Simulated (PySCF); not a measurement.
C2H3O, SMILES C[C]=O, multiplicity 2.

Geometry: PBE0-D3(BJ)/def2-TZVP. The isomer is the one that the SMILES or the coordinates give; other isomers of the formula were not compared.

All values below come from B3LYP/def2-TZVPD (PySCF).

```yaml
total_energy: -153.24948 hartree
point_group: Cs
"α spin, highest occupied and lowest empty level": -5.55 and -0.95 eV
"β spin, highest occupied and lowest empty level": -9.96 and -2.03 eV
dipole_moment: 2.59 D
quadrupole, principal values (traceless, Buckingham form, about the centre of nuclear charge): -1.19, -0.75, 1.94 D·Å
mean_static_polarisability: 30.4 bohr³ (4.51 Å³)
polarisability_principal_values: 24.6, 30.1, 36.6 bohr³
"⟨S²⟩": 0.753 (pure state 0.75)
```
